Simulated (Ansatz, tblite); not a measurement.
Isomers of MgO$_{2}$H$_{2}$ (singlet), found by a short tight-binding search and relaxed with B3LYP-D4/def2-TZVP in Ansatz.

The xTB rows come from tblite. B3LYP takes the VWN-RPA correlation. Correlated methods freeze 3 core orbitals; core or outer-core shells of Mg are correlated, in sets that lack core-valence functions.

A: It holds 1 O–O bond.

Other spin states weren't relaxed.

A:

```
atom    x (Å)    y (Å)    z (Å)
 Mg1   0.7850  -0.2964  -0.4242
  O2  -0.4485  -0.8511   0.8979
  O3  -0.6712   0.6316   0.6554
  H4  -1.6222   0.6662   0.4954
  H5   1.9569  -0.1502  -1.6246
```

B:

```xyz
5

Mg    0.013   -0.009   -0.004
O     0.721    1.507    0.571
O    -0.678   -1.529   -0.597
H     1.252    2.069    1.124
H    -1.308   -2.039   -1.095
```

**Question.** Estimate which lies lowest at each level, and how far above it the others are (kJ/mol).

**Answer.** 
```json
{"level": "GFN1-xTB", "A": "281.3", "B": "0.0"}
{"level": "GFN2-xTB", "A": "176.2", "B": "0.0"}
{"level": "HF/def2-TZVPP", "A": "447.4", "B": "0.0"}
{"level": "PBE-D4/def2-TZVP", "A": "394.4", "B": "0.0"}
{"level": "r2SCAN-D4/def2-TZVP", "A": "416.8", "B": "0.0"}
{"level": "B3LYP-D4/def2-TZVP", "A": "414.1", "B": "0.0"}
{"level": "PBE0-D4/def2-TZVP", "A": "416.3", "B": "0.0"}
{"level": "PBE-QIDH/def2-TZVP", "A": "440.2", "B": "0.0"}
{"level": "MP2/def2-TZVPP", "A": "460.0", "B": "0.0"}
{"level": "CCSD/def2-TZVPP", "A": "432.3", "B": "0.0"}
{"level": "CCSD(T)/def2-TZVPP", "A": "422.8", "B": "0.0"}
```
Point groups (tolerance 0.1 Å): A not assigned, B not assigned. Lower isomers may exist.
